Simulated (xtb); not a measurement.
H6Si2, charge +1, doublet, at the geometry of the source list (a state made from the parent by changing its charge; the spin is typed, not shown lowest); GFN2-xTB run with xtb.

xtb was given this input:
```
$ xtb mol.xyz --gfn 2 --chrg 1 --uhf 1 --json

# file mol.xyz
8

Si    -1.14690000     0.11660000    -0.01720000
Si     1.14690000    -0.11660000     0.01720000
H     -1.78900000    -0.78290000    -0.98080000
H     -1.56870000     1.47340000    -0.37910000
H     -1.76070000    -0.17030000     1.28310000
H      1.56870000    -1.47340000     0.37910000
H      1.78900000     0.78290000     0.98080000
H      1.76070000     0.17030000    -1.28310000
```

The log (banner, timings and long lists left out):

```
   ID    Z sym.   atoms
    1   14 Si     1, 2
    2    1 H      3-8

           -------------------------------------------------
          |                Calculation Setup                |
           -------------------------------------------------

           -------------------------------------------------
          |                 G F N 2 - x T B                 |
           -------------------------------------------------

          ...................................................
          :                      SETUP                      :
          :.................................................:
          :  # basis functions                  26          :
          :  # atomic orbitals                  24          :
          :  # shells                           12          :
          :  # electrons                        13          :
          :  max. iterations                   250          :
          :  Hamiltonian                  GFN2-xTB          :
          :  restarted?                      false          :
          :  GBSA solvation                  false          :
          :  PC potential                    false          :
          :  electronic temp.          300.0000000     K    :
          :  accuracy                    1.0000000          :
          :  -> integral cutoff          0.2500000E+02      :
          :  -> integral neglect         0.1000000E-07      :
          :  -> SCF convergence          0.1000000E-05 Eh   :
          :  -> wf. convergence          0.1000000E-03 e    :
          :  Broyden damping             0.4000000          :
          :  net charge                          1          :
          :  unpaired electrons                  1          :
          ...................................................

 iter      E             dE          RMSdq      gap      omega  full diag
   1     -5.9863312 -0.598633E+01  0.776E+00    4.63       0.0  T
   2     -6.0805142 -0.941830E-01  0.463E+00    4.12       1.0  T
   3     -6.0819620 -0.144780E-02  0.232E+00    4.20       1.0  T
   4     -6.0821635 -0.201529E-03  0.690E-01    4.26       1.0  T
   5     -6.0822284 -0.649316E-04  0.813E-02    4.20       1.0  T
   6     -6.0822256  0.282928E-05  0.491E-02    4.19       1.0  T
   7     -6.0822330 -0.735488E-05  0.166E-02    4.19       2.1  T
   8     -6.0822332 -0.224811E-06  0.107E-02    4.20       3.3  T
   9     -6.0822333 -0.172028E-06  0.156E-03    4.20      22.7  T
  10     -6.0822333 -0.286930E-08  0.591E-04    4.20      59.9  T
  11     -6.0822334 -0.577860E-09  0.191E-06    4.20   18558.5  T

   *** convergence criteria satisfied after 11 iterations ***

         :::::::::::::::::::::::::::::::::::::::::::::::::::::
         ::                     SUMMARY                     ::
         :::::::::::::::::::::::::::::::::::::::::::::::::::::
         :: total energy              -6.020481326298 Eh    ::
         :: gradient norm              0.076954021645 Eh/a0 ::
         :: HOMO-LUMO gap              4.195202320619 eV    ::
         ::.................................................::
         :: SCC energy                -6.082231582692 Eh    ::
         :: -> isotropic ES            0.124454012643 Eh    ::
         :: -> anisotropic ES         -0.006315549040 Eh    ::
         :: -> anisotropic XC          0.003796737826 Eh    ::
         :: -> dispersion             -0.002792413424 Eh    ::
         :: repulsion energy           0.061750256394 Eh    ::
         :: add. restraining           0.000000000000 Eh    ::
         :: total charge               1.000000000265 e     ::
         :::::::::::::::::::::::::::::::::::::::::::::::::::::

           -------------------------------------------------
          |                Property Printout                |
           -------------------------------------------------

    * Orbital Energies and Occupations

         #    Occupation            Energy/Eh            Energy/eV
      -------------------------------------------------------------
         1        2.0000           -0.9980712             -27.1589
         2        2.0000           -0.8779774             -23.8910
         3        2.0000           -0.6386551             -17.3787
         4        2.0000           -0.6386501             -17.3786
         5        2.0000           -0.6303488             -17.1527
         6        2.0000           -0.6303437             -17.1525
         7        1.0000           -0.5884512             -16.0126 (HOMO)
         8                         -0.4342803             -11.8174 (LUMO)
         9                         -0.4342758             -11.8172
        10                         -0.4095476             -11.1444
        11                         -0.3925028             -10.6805
        12                         -0.3924933             -10.6803
        13                         -0.3524920              -9.5918
        14                         -0.3306329              -8.9970
        15                         -0.3306311              -8.9969
        16                         -0.2618342              -7.1249
        17                         -0.2618269              -7.1247
        18                          0.1378695               3.7516
       ...                                ...                  ...
        24                          0.5616042              15.2820
      -------------------------------------------------------------
                  HL-Gap            0.1541708 Eh            4.1952 eV
             Fermi-level           -0.5602238 Eh          -15.2445 eV

     #   Z          covCN         q      C6AA      α(0)
     1  14 Si       3.697     0.487    97.500    18.912
     2  14 Si       3.697     0.487    97.500    18.912
     3   1 H        0.918     0.004     2.988     2.703
     4   1 H        0.918     0.004     2.988     2.703
     5   1 H        0.918     0.004     2.988     2.703
     6   1 H        0.918     0.004     2.988     2.703
     7   1 H        0.918     0.004     2.988     2.703
     8   1 H        0.918     0.004     2.988     2.703

 Mol. C6AA /au·bohr⁶  :        898.840153
 Mol. C8AA /au·bohr⁸  :      40995.126601
 Mol. α(0) /au        :         54.044411

Wiberg/Mayer (AO) data.
largest (>0.10) Wiberg bond orders for each atom

 ---------------------------------------------------------------------------
     #   Z sym  total        # sym  WBO       # sym  WBO       # sym  WBO
 ---------------------------------------------------------------------------
     1  14 Si   3.267 --     5 H    0.890     4 H    0.890     3 H    0.890
                             2 Si   0.521
     2  14 Si   3.267 --     8 H    0.890     6 H    0.890     7 H    0.890
                             1 Si   0.521
     3   1 H    0.999 --     1 Si   0.890
     4   1 H    0.999 --     1 Si   0.890
     5   1 H    0.999 --     1 Si   0.890
     6   1 H    0.999 --     2 Si   0.890
     7   1 H    0.999 --     2 Si   0.890
     8   1 H    0.999 --     2 Si   0.890
 ---------------------------------------------------------------------------

Topologies differ in total number of bonds
Writing topology from bond orders to xtbtopo.mol

molecular dipole:
                 x           y           z       tot (Debye)
 q only:        0.000       0.000       0.000
   full:        0.000       0.000       0.000       0.000
molecular quadrupole (traceless):
                xx          xy          yy          xz          yz          zz
 q only:        4.734      -0.726      -2.331       0.107      -0.011      -2.403
  q+dip:        2.547      -0.391      -1.254       0.057      -0.006      -1.293
   full:        4.366      -0.670      -2.149       0.099      -0.010      -2.216

           -------------------------------------------------
          | TOTAL ENERGY               -6.020481326298 Eh   |
          | GRADIENT NORM               0.076954021645 Eh/α |
          | HOMO-LUMO GAP               4.195202320619 eV   |
           -------------------------------------------------

normal termination of xtb
```
